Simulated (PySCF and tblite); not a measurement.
# Conformer ensemble of Ethane, 1,1,2-trifluoro, C₂H₃F₃, numbered as in [F:1][CH2:2][CH:3]([F:4])[F:5]

Search: ETKDG and KDG, MMFF94s, GFN2-xTB, 60 starts; geometries at GFN2-xTB. Free energies are TPSS-D3(BJ)/def2-TZVP (IEF-PCM, tetrahydrofuran) single points with GFN2-xTB rigid-rotor and vibrational terms (modes under about 100 cm⁻¹ blended into free rotors). Symmetry numbers and mirror images are counted. Conformers within 4 kcal/mol (GFN2-xTB free energy) were kept, 10 at most. GIAO shieldings: WP04/pcSseg-1 (IEF-PCM, tetrahydrofuran). Couplings: B3LYP/pcJ-1. Couplings are for ¹³C, ¹⁹F, ¹H; a prime marks the second kind of pair between the same two sets of atoms. Shifts are against TMS (¹H), TMS (¹³C) at the same level. Run with PySCF (density fitting) and tblite.

Torsions listed: F1–C2–C3–F4. Of a mirror pair one member is shown.

```json
{"conformer": "1", "shape": "-59°", "symmetry": "Cs", "E(GFN2) kcal/mol": "3.31", "E(DFT) kcal/mol": "0.00", "G(298.15 K) kcal/mol": "0.00", "weight %": "63.2", "dipole D": "3.48"}
{"conformer": "2", "shape": "94°", "symmetry": "C1 (pair)", "E(GFN2) kcal/mol": "0.00", "E(DFT) kcal/mol": "0.74", "G(298.15 K) kcal/mol": "0.32", "weight %": "36.8", "dipole D": "1.16"}
```

Weights (%) against temperature:

```tsv
T (K)	1	2	S(mix) cal/mol/K
220	72.2	27.8	1.56
298.15	63.2	36.8	1.81
320	61.3	38.7	1.86
350	59.1	40.9	1.91
500	52.0	48.0	2.04
```

Averaged shifts at 298.15 K. ¹H: 6.41 (H3, 1H), 5.13 (H2, 2H) ppm. ¹³C: 125.9 (C3), 90.0 (C2) ppm.

Averaged couplings (Hz): ¹J(F1,C2) -241.6, ²J(F1,C3) 23.1, ²J(F1,H2) 52.8, ³J(F1,H3) 17.4, ¹J(C2,C3) 52.0, ²J(C2,F4) 23.7, ¹J(C2,H2) 156.3, ²J(C2,H3) 10.8, ¹J(C3,F4) -306.9, ²J(H2,C3) 0.4, ¹J(C3,H3) 183.7, ³J(H2,F4) 7.0, ³J(H2,F4′) 23.2, ²J(H3,F4) 58.6, ²J(H2,H2) -10.6, ³J(H2,H3) 1.4. Computed couplings to fluorine can be off by tens of per cent at such levels.

Coordinates of conformer 1 (Å):

```xyz
8

F     1.277    0.546   -1.080
C     0.783   -0.081    0.024
C    -0.743    0.015    0.078
F    -1.154    1.299    0.107
F    -1.310   -0.557   -1.004
H     1.212    0.409    0.904
H     1.081   -1.133   -0.029
H    -1.137   -0.489    0.976
```

Shifts are unscaled: against experiment ¹³C can be off by 15 ppm or more and ¹H by 0.8 ppm.

Search and properties took 58 s on 1 thread of Intel Xeon 6975P-C, on a host shared with other jobs (rough), launched as `OMP_NUM_THREADS=1 python ens_run.py task.json out`.
